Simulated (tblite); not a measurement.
C4H6NO (doublet state).
SMILES with atom numbers: `[CH2:1]=[C:2]([CH3:3])[NH:4][C:5]=[O:6]` (hydrogens: H7, H8 on C1; H9, H10, H11 on C3; H12 on N4)

Cartesian coordinates in Å at the GFN2-xTB level; atoms count from 1:
```
atom  x, y, z in Å
C1    -1.229   -0.810   -0.879
C2    -0.315   -0.137   -0.191
C3    -0.532    1.212    0.414
N4     0.960   -0.677    0.016
C5     1.921   -0.064    0.691
O6     3.050   -0.383    0.955
H7    -1.029   -1.782   -1.298
H8    -2.210   -0.408   -1.046
H9     0.186    1.922    0.007
H10   -0.379    1.166    1.491
H11   -1.538    1.564    0.209
H12    1.117   -1.603   -0.396
```

Method: GFN2-xTB as coded in tblite; computed harmonic values from a numerical Hessian at the method's own geometry, unscaled. The method is semi-empirical: single wavenumbers can be off by several per cent or more. One conformer, not necessarily the lowest. Open shells enter through the occupations alone, without spin polarisation, and single modes of such species can be off by tens of per cent.

Harmonic wavenumbers (cm⁻¹): 96.6, 132.5, 175.1, 233.7, 370.6, 452.5, 482.9, 564.6, 622.7, 706.8, 849.4, 891.0, 946.0, 1028.3, 1041.7, 1252.7, 1267.9, 1339.5, 1394.0, 1419.2, 1458.1, 1468.9, 1718.1, 1853.1, 3015.6, 3028.9, 3069.1, 3114.7, 3116.1, 3165.8.

A = 8858, B = 2236, C = 1805 MHz; mass 84.045 u (most abundant isotopes); point group Cs, symmetry number 1; spin multiplicity 2.

Zero-point energy?

Half the sum of the wavenumbers: 20138 cm⁻¹ = 57.58 kcal/mol.

Give the ideal-gas entropy at 500 K and 1 bar in the rigid-rotor, harmonic-oscillator model (classical rotation).

Translation 41.79, rotation 28.14, vibration 26.98, spin (R ln 2) 1.38: S = 98.3 cal/(mol K).

And Cp and H(500 K) − H(0)?

Cp = 36.19 cal/(mol K), of which vibrations give 28.24 (their classical limit is 30 R = 59.6); H(500 K) − H(0) = 11.24 kcal/mol without the zero-point energy, 7.26 from vibrations.

What must be added to the electronic energy to get the Gibbs energy at 500 K and 1 bar?

ZPE + [H(500 K) − H(0)] − T·S = 57.58 + 11.24 − 49.15 = 19.67 kcal/mol.

Which modes carry the vibrational entropy at 500 K?

96.6 cm⁻¹: 4.54; 132.5 cm⁻¹: 3.92; 175.1 cm⁻¹: 3.37; 233.7 cm⁻¹: 2.81; 370.6 cm⁻¹: 1.95; 452.5 cm⁻¹: 1.60 cal/(mol K); the other 24 give 8.80 together.

Hindered rotation and anharmonicity are outside this model. Other conformers, if any are populated, would add a mixing term that is left out.

The run took 0.21 s of wall time on an Arm Neoverse V1 with one thread, shared host with 32 logical CPUs at a one-minute load of 14. This covers the Hessian and the dipole derivatives.
